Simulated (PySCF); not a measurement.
PySCF input (PBE0/def2-TZVPP):

```python
import numpy as np, basis_set_exchange as bse
from pyscf import gto, scf, dft, df, tdscf

basis = {'C': gto.basis.parse(bse.get_basis('def2-TZVPP', elements=['C'], fmt='nwchem')), 'H': gto.basis.parse(bse.get_basis('def2-TZVPP', elements=['H'], fmt='nwchem'))}
mol = gto.M(
    atom='''
    C    -0.00000000   -0.00000000   -0.59839493
    C     0.00000000    0.00000000    0.59839493
    H     0.00000000    0.00000000    1.66106699
    H    -0.00000000   -0.00000000   -1.66106699
    ''',
    basis=basis,
    charge=0,
    verbose=4,
    max_memory=2160,
)
mf = dft.RKS(mol, xc='pbe0')
mf.grids.level = 3
mf = mf.density_fit(auxbasis=df.autoaux(mol))
mf.conv_tol = 1e-9
mf.max_cycle = 100
print('smallest overlap eigenvalue', np.linalg.eigvalsh(mol.intor('int1e_ovlp'))[0])
mf.kernel()
dip = mf.dip_moment()
td = tdscf.TDA(mf)
td.nstates = 4
td.kernel()
td.analyze()
osc = td.oscillator_strength()
```

Output:

```
PySCF version 2.14.0

[INPUT] verbose = 4
[INPUT] num. atoms = 4
[INPUT] num. electrons = 14
[INPUT] charge = 0
[INPUT] spin (= nelec alpha-beta = 2S) = 0
[INPUT] symmetry False subgroup None
[INPUT] Mole.unit = angstrom
[INPUT] Symbol           X                Y                Z      unit          X                Y                Z       unit  Magmom
[INPUT]  1 C      0.000000000000   0.000000000000  -0.598394930000 AA    0.000000000000   0.000000000000  -1.130802532028 Bohr   0.0
[INPUT]  2 C      0.000000000000   0.000000000000   0.598394930000 AA    0.000000000000   0.000000000000   1.130802532028 Bohr   0.0
[INPUT]  3 H      0.000000000000   0.000000000000   1.661066990000 AA    0.000000000000   0.000000000000   3.138961685656 Bohr   0.0
[INPUT]  4 H      0.000000000000   0.000000000000  -1.661066990000 AA    0.000000000000   0.000000000000  -3.138961685656 Bohr   0.0

nuclear repulsion = 24.8632685341908
number of shells = 34
number of NR pGTOs = 124
number of NR cGTOs = 90
basis = {'C': [[0, [13575.349682, 0.00022245814352], [2035.233368, 0.0017232738252], [463.22562359, 0.0089255715314], [131.20019598, 0.035727984502], [42.853015891, 0.11076259931], [15.584185766, 0.24295627626]], [0, [6.2067138508, 0.41440263448], [2.5764896527, 0.23744968655]], [0, [0.57696339419, 1.0]], [0, [0.22972831358, 1.0]], [0, [0.095164440028, 1.0]], [1, [34.697232244, 0.0053333657805], [7.9582622826, 0.035864109092], [2.3780826883, 0.14215873329], [0.81433208183, 0.34270471845]], [1, [0.28887547253, 0.46445822433]], [1, [0.10056823671, 0.24955789874]], [2, [1.097, 1.0]], [2, [0.318, 1.0]], [3, [0.761, 1.0]]], 'H': [[0, [34.061341, 0.0060251978], [5.1235746, 0.045021094], [1.1646626, 0.20189726]], [0, [0.32723041, 1.0]], [0, [0.10307241, 1.0]], [1, [1.407, 1.0]], [1, [0.388, 1.0]], [2, [1.057, 1.0]]]}
ecp = {}
ETB for H: l = 0, exps = 0.20614482 * 1.8^n , n = 0..10
ETB for H: l = 1, exps = 0.49107241 * 2^n , n = 0..3
ETB for H: l = 2, exps = 0.776 * 2.2^n , n = 0..2
ETB for H: l = 3, exps = 1.4449999999999998 * 2.2^n , n = 0..1
ETB for C: l = 0, exps = 0.190328880056 * 1.8^n , n = 0..15
ETB for C: l = 1, exps = 0.195732676738 * 1.8^n , n = 0..12
ETB for C: l = 2, exps = 0.20113647342 * 1.8^n , n = 0..11
ETB for C: l = 3, exps = 0.41856823671 * 2.2^n , n = 0..6
ETB for C: l = 4, exps = 0.636 * 2.2^n , n = 0..2
smallest overlap eigenvalue 2.1216579189414574e-05

******** <class 'pyscf.df.df_jk.DFRKS'> ********
method = DFRKS
initial guess = minao
damping factor = 0
level_shift factor = 0
DIIS = <class 'pyscf.scf.diis.CDIIS'>
diis_start_cycle = 1
diis_space = 8
diis_damp = 0
SCF conv_tol = 1e-09
SCF conv_tol_grad = None
SCF max_cycles = 100
direct_scf = False
XC library pyscf.dft.libxc version 7.1.2
    S. Lehtola, C. Steigemann, M. J. T. Oliveira, and M. A. L. Marques,  SoftwareX 7, 1–5 (2018)
XC functionals = pbe0
    C. Adamo and V. Barone,  J. Chem. Phys. 110, 6158 (1999)
    M. Ernzerhof and G. E. Scuseria,  J. Chem. Phys. 110, 5029 (1999)
radial grids:
    Treutler-Ahlrichs [JCP 102, 346 (1995); DOI:10.1063/1.469408] (M4) radial grids

becke partition: Becke, JCP 88, 2547 (1988); DOI:10.1063/1.454033
pruning grids: <function nwchem_prune>
grids dens level: 3
symmetrized grids: False
atomic radii adjust function: <function treutler_atomic_radii_adjust>
small_rho_cutoff = 0
Set gradient conv threshold to 3.16228e-05
Initial guess from minao.
tot grids = 47856
******** <class 'pyscf.df.df.DF'> ********
auxbasis = {'H': [[0, [np.float64(73.60333237483039), 1]], [0, [np.float64(40.8907402082391), 1]], [0, [np.float64(22.71707789346617), 1]], [0, [np.float64(12.620598829703427), 1]], [0, [np.float64(7.011443794279681), 1]], [0, [np.float64(3.8952465523776008), 1]], [0, [np.float64(2.164025862432), 1]], [0, [np.float64(1.2022365902400003), 1]], [0, [np.float64(0.6679092168), 1]], [0, [np.float64(0.37106067600000003), 1]], [0, [np.float64(0.20614482), 1]], [1, [np.float64(3.92857928), 1]], [1, [np.float64(1.96428964), 1]], [1, [np.float64(0.98214482), 1]], [1, [np.float64(0.49107241), 1]], [2, [np.float64(3.7558400000000005), 1]], [2, [np.float64(1.7072000000000003), 1]], [2, [np.float64(0.776), 1]], [3, [np.float64(3.179), 1]], [3, [np.float64(1.4449999999999998), 1]]], 'C': [[0, [np.float64(1284.0805526744764), 1]], [0, [np.float64(713.3780848191536), 1]], [0, [np.float64(396.32115823286307), 1]], [0, [np.float64(220.1784212404795), 1]], [0, [np.float64(122.3213451335997), 1]], [0, [np.float64(67.95630285199984), 1]], [0, [np.float64(37.75350158444436), 1]], [0, [np.float64(20.97416754691353), 1]], [0, [np.float64(11.65231530384085), 1]], [0, [np.float64(6.473508502133805), 1]], [0, [np.float64(3.5963936122965583), 1]], [0, [np.float64(1.9979964512758654), 1]], [0, [np.float64(1.109998028486592), 1]], [0, [np.float64(0.61666557138144), 1]], [0, [np.float64(0.3425919841008), 1]], [0, [np.float64(0.190328880056), 1]], [1, [np.float64(226.42970282106376), 1]], [1, [np.float64(125.79427934503539), 1]], [1, [np.float64(69.88571074724189), 1]], [1, [np.float64(38.82539485957883), 1]], [1, [np.float64(21.569663810877127), 1]], [1, [np.float64(11.983146561598403), 1]], [1, [np.float64(6.657303645332446), 1]], [1, [np.float64(3.698502025184692), 1]], [1, [np.float64(2.0547233473248285), 1]], [1, [np.float64(1.141512970736016), 1]], [1, [np.float64(0.63417387263112), 1]], [1, [np.float64(0.3523188181284), 1]], [1, [np.float64(0.195732676738), 1]], [2, [np.float64(129.2672135564711), 1]], [2, [np.float64(71.81511864248395), 1]], [2, [np.float64(39.8972881347133), 1]], [2, [np.float64(22.165160074840724), 1]], [2, [np.float64(12.313977819355957), 1]], [2, [np.float64(6.841098788531086), 1]], [2, [np.float64(3.800610438072826), 1]], [2, [np.float64(2.111450243373792), 1]], [2, [np.float64(1.1730279129854402), 1]], [2, [np.float64(0.6516821738808), 1]], [2, [np.float64(0.362045652156), 1]], [2, [np.float64(0.20113647342), 1]], [3, [np.float64(47.457226495629094), 1]], [3, [np.float64(21.571466588922313), 1]], [3, [np.float64(9.805212085873778), 1]], [3, [np.float64(4.456914584488081), 1]], [3, [np.float64(2.0258702656764003), 1]], [3, [np.float64(0.920850120762), 1]], [3, [np.float64(0.41856823671), 1]], [4, [np.float64(3.0782400000000005), 1]], [4, [np.float64(1.3992000000000002), 1]], [4, [np.float64(0.636), 1]]]}
init E= -77.3539003581299
  HOMO = -0.348870552802951  LUMO = -0.030712350491789  gap/eV = 8.65753
cycle= 1 E= -77.2306989739924  delta_E= 0.123  |g|= 0.323  |ddm|= 1.59
  HOMO = -0.246277001265861  LUMO = 0.0675717575017264  gap/eV = 8.54026
cycle= 2 E= -77.2355653110314  delta_E= -0.00487  |g|= 0.285  |ddm|= 0.426
  HOMO = -0.31318274690115  LUMO = 0.0286281456140941  gap/eV = 9.30115
cycle= 3 E= -77.2569677632418  delta_E= -0.0214  |g|= 0.0137  |ddm|= 0.177
  HOMO = -0.309785221128201  LUMO = 0.0319440363626355  gap/eV = 9.29893
cycle= 4 E= -77.2570154260345  delta_E= -4.77e-05  |g|= 0.0017  |ddm|= 0.0183
  HOMO = -0.310042156780755  LUMO = 0.031627925685001  gap/eV = 9.29732
cycle= 5 E= -77.2570159997859  delta_E= -5.74e-07  |g|= 7.81e-05  |ddm|= 0.0021
  HOMO = -0.310022181600804  LUMO = 0.0316420799535591  gap/eV = 9.29716
cycle= 6 E= -77.2570160015294  delta_E= -1.74e-09  |g|= 1.8e-06  |ddm|= 0.000182
  HOMO = -0.310022226079366  LUMO = 0.0316418888490037  gap/eV = 9.29715
cycle= 7 E= -77.2570160015309  delta_E= -1.48e-12  |g|= 1.89e-07  |ddm|= 1e-05
  HOMO = -0.310022226400765  LUMO = 0.0316419087127171  gap/eV = 9.29715
Extra cycle  E= -77.2570160015312  delta_E= -3.27e-13  |g|= 5.41e-08  |ddm|= 4.67e-07
converged SCF energy = -77.2570160015312
Dipole moment(X, Y, Z, Debye):  0.00000, -0.00000,  0.00000

******** <class 'pyscf.tdscf.rks.TDA'> for <class 'pyscf.df.df_jk.DFRKS'> ********
nstates = 4 singlet
deg_eia_thresh = 1.000e-03
wfnsym = None
conv_tol = 1e-05
eigh lindep = 1e-12
eigh level_shift = 0
eigh max_cycle = 100
chkfile = tmpwfj2u2r9

Excitation energies (eV)
[ 6.85561094  7.1136647   7.1136666  11.33975181]

** Singlet excitation energies and oscillator strengths **
Excited State   1:      6.85561 eV    180.85 nm  f=0.0000
       6 -> 8         0.35192
       6 -> 9         0.35297
       7 -> 8        -0.35297
       7 -> 9         0.35192
Excited State   2:      7.11366 eV    174.29 nm  f=0.0000
       6 -> 8        -0.45123
       6 -> 9         0.21374
       7 -> 8         0.21374
       7 -> 9         0.45123
Excited State   3:      7.11367 eV    174.29 nm  f=0.0000
       6 -> 8        -0.21374
       6 -> 9        -0.45123
       7 -> 8        -0.45123
       7 -> 9         0.21374
Excited State   4:     11.33975 eV    109.34 nm  f=1.1690
       6 -> 8        -0.31385
       6 -> 9         0.31291
       6 -> 16       -0.16920
       6 -> 17        0.10257
       7 -> 8        -0.31291
       7 -> 9        -0.31385
       7 -> 16       -0.10257
       7 -> 17       -0.16920

** Transition electric dipole moments (AU) **
state          X           Y           Z        Dip. S.      Osc.
  1         0.0000     -0.0000      0.0000      0.0000      0.0000
  2         0.0000     -0.0000      0.0000      0.0000      0.0000
  3        -0.0000     -0.0000     -0.0000      0.0000      0.0000
  4        -0.0000      0.0000     -2.0512      4.2076      1.1690

** Transition velocity dipole moments (imaginary part, AU) **
state          X           Y           Z        Dip. S.      Osc.
  1         0.0000     -0.0000      0.0000      0.0000      0.0000
  2         0.0000     -0.0000      0.0000      0.0000      0.0000
  3        -0.0000     -0.0000     -0.0000      0.0000      0.0000
  4         0.0000     -0.0000     -0.4388      0.1925      0.3080

** Transition magnetic dipole moments (imaginary part, AU) **
state          X           Y           Z
  1         0.0000     -0.0000     -0.0000
  2         0.0000      0.0000     -0.0000
  3        -0.0000      0.0000      0.0000
  4        -0.0000     -0.0000     -0.0000
```
